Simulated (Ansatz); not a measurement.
## HAlGa⁺, triplet: the ladder up to full CI

Geometry: that of the HAlGa, quartet, kept fixed.

```tsv
atom	x (Å)	y (Å)	z (Å)
Al	0.0000	0.0000	0.2539
Ga	0.0000	0.0000	-2.0897
H	0.0000	0.0000	1.8358
```

Basis 6-31G (Cartesian d functions); Ansatz 0.2.0. Correlated methods freeze the noble-gas cores and the filled d shells of p-block atoms, which leaves 6 electrons in 25 orbitals. Prefix R: restricted or restricted open-shell reference; prefix U: unrestricted. Active spaces: valence = (6e, 9o) chosen from the atoms' valence shells. No spin–orbit coupling is included, and no scalar relativity.

Full CI is exact within this basis and frozen core; it isn't the basis-set limit. The frozen core follows each run's orbitals, which can shift R against U totals by a few meV for light atoms and by up to 0.1 eV past Ca.

```
UHF ⟨S²⟩                          : 2.014
T1 diagnostic (RCCSD)             : 0.0410
largest doubles amplitude (RCCSD) : 0.087
```

| level | E − E(full CI) (kJ/mol) | share of correlation (%) | wall time |
| --- | --- | --- | --- |
| RHF | 168.7 | 0.00 | – |
| RMP2 | 61.0 | 63.85 | – |
| RCCSD | 5.7 | 96.60 | – |
| RCCSD(T) | 2.0 | 98.80 | 2.5 s |
| BCCD(T) | 1.8 | 98.93 | 1.9 s |
| RCCSDT | 0.1 | 99.92 | – |
| RCCSDT(Q) | 0.0 | 100.02 | 3.9 s |
| CASSCF (valence space) | 28.0 | 83.39 | – |
| NEVPT2 (valence space) | 7.6 | 95.47 | 3.2 s |
| MRCISD (valence space) | 0.4 | 99.74 | – |
| MRCISD+Q (valence space) | 0.2 | 99.90 | 4.3 s |

The correlation energy at full CI, counted from RHF, is -1.748 eV. That run took 9 s on 1 thread of Arm Neoverse V2, shared host over 1,322,100 determinants.

Run but not shown, since their state or frozen core can't be matched to the reference's or they repeat it: UHF, UMP2, UCCSD, UCCSD(T), UCCSDT, UCCSDT(Q).

Times hold each run's SCF and search for its determinant on a shared host, so for small cases they say little of a method's own cost; they ran on 1 thread of Arm Neoverse V2.

The full-CI state has the irrep B1 of C2v, in the program's axes (one component, if the state is degenerate).

Natural occupations of full CI about the gap: 1.954 1.932 0.995 0.980 0.045 0.035 0.023 0.013 0.011 0.003; effectively unpaired electrons, Σ n²(2−n)², 2.04.
